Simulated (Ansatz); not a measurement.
# Loss of CH4: C4H10O2 → C3H6O2 + CH4

Species: C4H10O2 (1,1-dimethoxyethane) `COC(C)OC`, singlet; C3H6O2 (methyl acetate) `COC(C)=O`, singlet; CH4 `C`, singlet. This is a balance of energies; it says nothing on the path, which may need atoms to shift.

Shapes, held fixed at every level: PBE0-D4/def2-TZVP. Flexible molecules stand in one conformer, not always the lowest. Programs: Ansatz 0.2.0. The zero-point and thermal change to 298 K, harmonic and unscaled (PBE0-D4/def2-TZVP), is -11.4 kJ/mol.

**The experiment to reproduce.** Tabulated heats of formation (Active Thermochemical Tables, CRC Handbook of Chemistry and Physics): C4H10O2 -389.7 (CRC); C3H6O2 -413.3 (CRC); CH4 -74.5 (ATcT) kJ/mol, which give ΔH(298 K) = -98.1 kJ/mol.

```
                level                   kind  ΔH (kJ/mol)  computed − measured
          HF/def2-SVP           Hartree–Fock       -113.1                -15.0
 r2SCAN-D4/def2-TZVPP               meta-GGA       -105.3                 -7.2
   PBE0-D4/def2-TZVPP          global hybrid        -92.8                 +5.4
r2SCAN0-D4/def2-TZVPP          global hybrid        -94.9                 +3.2
       MP2/def2-TZVPP    perturbation theory        -99.8                 -1.6
      CCSD/def2-TZVPP  coupled cluster or CI        -96.6                 +1.6
 CCSD(T)/CBS estimate  coupled cluster or CI        -95.4                 +2.8
```

Nearest: CCSD/def2-TZVPP (+1.6); farthest: HF/def2-SVP (-15.0). 6 of 7 levels lie within 10 kJ/mol. The CBS estimate extrapolates MP2 from def2-TZVPP and def2-QZVPP and adds CCSD(T) − MP2 in the triple-zeta set, cores frozen.
